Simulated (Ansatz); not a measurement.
# AlN2H (quintet): the correlation ladder, cc-pVDZ

One table from this session's results is given with a row withheld; the runs are named, their logs left out.

Program: Ansatz 0.2.0, Gaussian basis. Level of theory: cc-pVDZ, core rule «outside noble gas», up to 7 orbitals frozen. These are calculated values, not measurements.

Plan: UHF; CCSD(T) on ROHF; CCSD(T) on UHF; BCCD(T) on ROHF; CISD; CCSDT(Q) on ROHF; CCSDT(Q) on UHF.

26 further runs of the same task are left out: 6 for a known fault of the program, 12 that didn't finish, 8 set aside as unsound or not needed.

## The system

The geometry is a PBE0/def2-TZVP stationary point (not a proven minimum) of the parent state, kept for this charge and spin.

4 atoms, charge 0, spin multiplicity 5.

Atoms are counted from 1 here; the program's logs count them from 0.

Bond lengths: Al1–N2 1.879 Å, N2–N3 1.296 Å, N2–H4 1.026 Å. Angles: Al1–N2–N3 128.0°, Al1–N2–H4 118.8°, N3–N2–H4 113.2°.

Coordinates:

```xyz
4
AlHN2
Al    0.0000   -0.0793    1.2035
N     0.0000    0.4134   -0.6097
N     0.0000   -0.3623   -1.6474
H     0.0000    1.4109   -0.8502
```

Set-up of the first run:

File in.yaml:

```yaml
crystal:
  periodic: [false, false, false]
  atoms:
    - {symbol: Al, position_ang: [0.000000, -0.079269, 1.203465]}
    - {symbol: N, position_ang: [0.000000, 0.413422, -0.609656]}
    - {symbol: N, position_ang: [0.000000, -0.362251, -1.647435]}
    - {symbol: H, position_ang: [0.000000, 1.410865, -0.850200]}
basis:
  gaussian: {orbitals: cc-pVDZ}
magnetization: {spin_polarized: true, initial_magnetization: 4}
hamiltonian: {xc: hf}
output: {orbitals: {seedname: orbitals}}
```

Launch:

```bash
ansatz run in.yaml --threads 1 --pin off --events-out ev --progress --plain --max-ram 2393MiB
```

Steps of the session up to this table: UHF; CCSD(T) on ROHF; CCSD(T) on UHF; BCCD(T) on ROHF; CISD; CCSDT(Q) on ROHF; CCSDT(Q) on UHF.

One of the session's tables, all rows but one given; the rest of the session is left out.

```
   method  from UCCSDT(Q) (kJ/mol)
     ROHF                   +914.0
      UHF                   +885.1
     RMP2                   +106.1
     UMP2                   +106.0
     CISD                   +111.7
    RCCSD                    +35.2
    UCCSD                    +34.7
 RCCSD(T)                     +6.6
 UCCSD(T)                     +6.4
  BCCD(T)                        ?
   RCCSDT                     +3.2
   UCCSDT                     +3.1
RCCSDT(Q)                     +0.6
UCCSDT(Q)                        0
```

**Question.** Estimate the row for BCCD(T).

**Answer.** from UCCSDT(Q) (kJ/mol): +6.1. In the column «from UCCSDT(Q) (kJ/mol)» it lies between RCCSDT (+3.2) and UCCSD(T) (+6.4).

Caveats from the session: Restricted and unrestricted rows rest on different reference determinants; where their highest levels disagree by more than a few hundredths of an eV, they describe different states and don't form one ladder.
